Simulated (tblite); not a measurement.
Pentafluorophosphorane, PF₅.
Atom-mapped SMILES: `[F:1][P:2]([F:3])([F:4])([F:5])[F:6]`

Computed with GFN2-xTB (tblite), gas phase: L-BFGS steps from a force-field or distance-geometry start until the largest atomic force falls under 0.01 eV/Å.

Step 0: E = -716.9206 eV
```
atom  x, y, z in Å  |  force x, y, z in eV/Å
F1      1.6712    0.1404   -0.1292   -2.367  -0.185   0.126
P2     -0.0054    0.0043   -0.0115    0.224  -0.137   0.266
F3     -0.1562    1.6328   -0.3099    0.180  -2.408   0.412
F4      0.1652   -0.5322    1.5657   -0.284   0.828  -2.420
F5     -0.0032   -1.0990   -1.2589   -0.012   1.664   1.828
F6     -1.6686   -0.1443    0.1222    2.258   0.239  -0.212
```

**Question.** Estimate the geometry and energy of step 1. (The exact step hangs on the optimiser's Hessian estimate; all steps are aligned on step 0, rigid shifts and turns removed.)

**Answer.** E = -717.2920 eV, largest force 1.889 eV/Å
```
atom  x, y, z in Å  |  force x, y, z in eV/Å
F1      1.6374    0.1378   -0.1274   -1.694  -0.138   0.093
P2     -0.0022    0.0024   -0.0077    0.109  -0.067   0.127
F3     -0.1536    1.5984   -0.3040    0.140  -1.824   0.321
F4      0.1612   -0.5204    1.5311   -0.202   0.606  -1.778
F5     -0.0034   -1.0752   -1.2327    0.004   1.248   1.384
F6     -1.6364   -0.1409    0.1191    1.643   0.176  -0.148
```

The energy changes by -0.3714 eV. The first-order estimate −F·Δx gives -0.4247 eV and the mean of the old and new forces, exact on a quadratic surface, -0.3689 eV. The step makes an angle of 0° with the force vector and moves no atom by more than 0.037 Å.
